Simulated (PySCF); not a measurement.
# [1.1.1]propellane (C5H6): geometry, NMR shifts, spin-spin couplings, electronic excitations and core binding energies

What NMR shifts, spin-spin couplings, electronic excitations and core binding energies should [1.1.1]propellane (C5H6) (`C1C23CC12C3`) show?

The runs use PySCF 2.14.0, with density-fitted response routines of our own; the level of theory stands in each step. All values are computed, except where a source is named. Atoms count from 0, in the outputs and in this text.

### Step 1. Starting geometry

11 atoms, charge 0, multiplicity 1; geometry from: MMFF94s. The atoms were then displaced at random by about 0.03 Å, so the start is not that level's minimum.

Bonds of the start (Å): C0–C1 1.46, C1–C2 1.48, C2–C3 1.34, C3–C4 1.46, C3–C0 1.57, C3–C1 1.50, C4–C1 1.49, C0–H5 1.17, C0–H6 1.01, C2–H7 1.10, C2–H8 1.12, C4–H9 1.11, C4–H10 1.07.

### Step 2. Optimising the geometry at PBE0-D3(BJ)/def2-SVP

Job settings and geometry (Å):

```
{"job": {"xc": "PBE0", "basis": "def2-SVP", "d3": "d3bj", "grid": 1, "shake": 0.03, "kind": "geom"}, "charge": 0, "multiplicity": 1}
C     -0.831970    -0.920110     0.522070
C      0.272690    -0.026600     0.869360
C      1.057600    -0.414970    -0.325150
C     -0.190030     0.019800    -0.561870
C     -0.233440     1.231410     0.244810
H     -1.880300    -0.565610     0.903200
H     -0.753100    -1.928680     0.445340
H      1.435100    -1.436450    -0.443260
H      1.923860     0.258320    -0.558620
H     -1.155590     1.673270     0.688920
H      0.453270     2.024120     0.031020
```

On the command line:

```console
$ OMP_NUM_THREADS=1 python probes_run.py task.json out
```

This one command runs all jobs of the session in turn.

**Question.** This job is followed by: GIAO PBE0/pcSseg-1 NMR shielding, non-relativistic, gas phase; B3LYP/pcJ-1 indirect spin-spin coupling, non-relativistic, gas phase; TDDFT B3LYP/def2-SVPD, vertical, gas phase, core orbitals frozen in the response; GIAO WP04/pcSseg-2 NMR shielding, non-relativistic, gas phase; delta-SCF UKS SCAN, pcX-2 on the ionised atom, pcseg-1 elsewhere, spin-free X2C. Predict these results of the whole session: point group; rotational constants (main isotopes); ¹³C shifts against TMS (PBE0/pcSseg-1, means over atoms taken as alike); ¹H shifts against TMS (PBE0/pcSseg-1, means over atoms taken as alike); largest coupling of the table (B3LYP/pcJ-1); lowest singlet (B3LYP/def2-SVPD); brightest single state of those computed; lowest triplet; vertical ionisation energy (ΔSCF); C1s binding energies, SCAN/pcX-2; range of the shift of C1.

**Answer**, as computed:

```
                                                               quantity                        value
                                                            point group                          D3h
                                   rotational constants (main isotopes)         8.75, 8.75, 5.83 GHz
¹³C shifts against TMS (PBE0/pcSseg-1, means over atoms taken as alike)               72.4, -3.3 ppm
 ¹H shifts against TMS (PBE0/pcSseg-1, means over atoms taken as alike)                     1.62 ppm
                            largest coupling of the table (B3LYP/pcJ-1)      ¹J(C,H) C0–H5, 172.5 Hz
                                       lowest singlet (B3LYP/def2-SVPD)  7.03 eV (176 nm), f = 0.000
                               brightest single state of those computed  state 2, 7.67 eV, f = 0.251
                                                         lowest triplet                      4.80 eV
                                      vertical ionisation energy (ΔSCF)                      9.67 eV
                                       C1s binding energies, SCAN/pcX-2      C0 291.30, C1 291.19 eV
                                               range of the shift of C1              -3.3 to 0.4 ppm
```

In words: The start was shaken at random, so part of the energy gained undoes that. The optimisation took 7 steps and gained 1.025 eV; among the close pairs (by a distance rule), C2–C3 changed most, from 1.342 to 1.507 Å. No frequency check was run at this level, so the end point may be a saddle. At PBE0/pcSseg-1: The largest span, 76 ppm, is at C0, C2, C4, where the paramagnetic term is -147 ppm. In the run at B3LYP/pcJ-1, the largest coupling of the table is C0–H5 (mean over like pairs), 172.5 Hz, of which the Fermi-contact term gives 171.3 Hz. Couplings across rotatable bonds belong to this one conformer; where others are populated, the observed values are averages. The lowest singlet, at 7.03 eV, is HOMO→LUMO+1 1.00 and is dark; of the 10 states computed, the strongest absorption comes from state 2 at 7.67 eV. The lowest triplet lies 2.23 eV below the lowest singlet (triplets in Tamm-Dancoff, singlets in full TDDFT). ΔSCF puts the ionisation energy at 9.67 eV, 2.37 eV above −ε(HOMO). The C1s levels kept as sound span 0.11 eV, from C1 (three-membered-ring carbon) up to C0 (three-membered-ring carbon). In ppm, C1 (with its like atoms) moves most: its shift spreads over 3.7 ppm, from -3.3 (PBE0/pcSseg-1) to 0.4 (WP04/pcSseg-2).
